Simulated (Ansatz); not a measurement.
A calculation with Ansatz (development build ahead of 0.2.0).

```yaml
crystal:
  periodic: [false, false, false]
  atoms:
    - { symbol: S, position_ang: [0.0, 0.0, -0.0864] }
    - { symbol: H, position_ang: [0.0, 0.0, 1.38244] }
basis:
  gaussian: { orbitals: cc-pVTZ }
total_charge: -1
hamiltonian:
  xc: hf
correlation:
  method: mp2
  frozen_orbitals: { H: 0, S: 5 }
```

The input is written out in the form of the current development build from the run's settings.

Results

- Converged: yes
- Reference energy: -398.12781 hartree
- Correlation energy: -0.19102 hartree
- Total energy: -398.31883 hartree
- Spin squared of the determinant: 0.000

Caution: no diffuse functions for an anion.
